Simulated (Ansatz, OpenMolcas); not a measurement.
## Heat of formation of CH4S (methanethiol) from total energies

CH4S has 6 atoms, charge 0, and is taken as a singlet. As SMILES, `CS`. The shape is that of a PBE0-D4/def2-TZVP optimisation.

Total energies at PBE/cc-pVTZ (OpenMolcas 26.06); the atoms run unrestricted:

| species | state | energy (Eh) |
| --- | --- | --- |
| CH4S | singlet | -438.497857 |
| C | triplet | -37.794923 |
| S | triplet | -397.944070 |
| H | doublet | -0.499619 |

Harmonic wavenumbers at PBE0-D4/def2-TZVP, in cm⁻¹: 244, 731, 804, 972, 1099, 1353, 1466, 1481, 2714, 3068, 3158, 3161.

Measured heats of formation of the gaseous atoms at 298.15 K, in kJ/mol: C 716.9, S 277.0, H 218.0. Spin-orbit lowering of the atoms at 298 K (mean of the ground term's levels less their thermal mean, from spectra), in kJ/mol: C 0.02, S 1.88. Take 1 Eh = 2625.50 kJ/mol, 1 cm⁻¹ = 0.0119627 kJ/mol, RT = 2.479 kJ/mol.

Q: Work out the heat of formation of the gas at 298 K.

A: 
1. Electronic atomisation energy: (-37.794923) + (-397.944070) + 4 × (-0.499619) − (-438.497857) = 0.760388 Eh = 1996.4 kJ/mol.
2. Zero-point energy: half the sum of the wavenumbers, 10125.5 cm⁻¹ = 121.1 kJ/mol.
3. Thermal vibrational enthalpy, Σ hcν̃/(exp(hcν̃/kT) − 1): 2.0 kJ/mol. Translation, rotation and pV of a non-linear molecule: 4 RT = 9.9 kJ/mol.
4. The 6 free atoms carry 5/2 RT each: 37.2 kJ/mol.
5. Spin-orbit coupling lowers the free atoms by 0.02 + 1.88 = 1.9 kJ/mol.
6. Atomisation enthalpy at 298 K: 1996.4 − 1.9 − 121.1 − 2.0 − 9.9 + 37.2 = 1898.7 kJ/mol.
7. Sum of the atoms' heats of formation: 1865.9 kJ/mol. Heat of formation: 1865.9 − 1898.7 = -32.8 kJ/mol.

The tabulated value is -22.9 kJ/mol (CRC Handbook of Chemistry and Physics), so this level is off by -9.9 kJ/mol, or 0.5 % of the atomisation enthalpy. Anharmonicity and any spin-orbit splitting of the molecule are left out.
